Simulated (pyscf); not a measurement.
A first-order saddle from PySCF, ωB97X-D3(BJ)/def2-SVP:

```xyz
5

In     1.0252     1.7975     0.3417
Cl     0.0142     0.9261    -2.2345
S     -0.3139    -0.5072     0.5896
H     -0.3000     0.0549    -1.1335
H      0.8132    -1.2388     0.4674
```

Surface: singlet, charge 0. Lowest wavenumbers (cm⁻¹): 228i, 141, 274, 282, 447.

**Question.** What reaction is this the transition state of?

**Answer.** Cl–In [singlet] + H₂S <-> HS–In [singlet] + HCl, a four-centre exchange read from left to right: Cl–In, H–S broken and In–S, Cl–H formed. At CCSD(T)/def2-TZVPP + ΔMP2(QZVPP) it lies +41.7 kJ/mol from the left side and -21.7 kJ/mol from the right (each side as separated species at their lowest minima found). On the reactant side the descent ends in a bound adduct, 34.8 kJ/mol under the separated species and 66.8 kJ/mol under the saddle at ωB97X-D3(BJ)/def2-TZVP. On the product side the descent ends in a bound adduct, 37.3 kJ/mol under the separated species and 5.7 kJ/mol under the saddle at ωB97X-D3(BJ)/def2-TZVP. At CCSD(T) the saddle lies under the separated products, which points to a path from their complex (located at ωB97X-D3(BJ) alone), and parting the products costs more than the saddle. At ωB97X-D3(BJ) the barrier from the zero used here is 32.0 kJ/mol. This is the saddle that the search found; another between the same sides may lie lower. The CCSD(T) − MP2 part came from Ansatz, without density fitting, on the same reference. The frozen core leaves the outer d or s,p core shells of the metals and heavy elements correlated in the MP2 and CC values, and def2-TZVPP describes them poorly, which can shift differences by a few kcal/mol. Elements past Kr carry the def2 core potentials, without spin-orbit coupling.
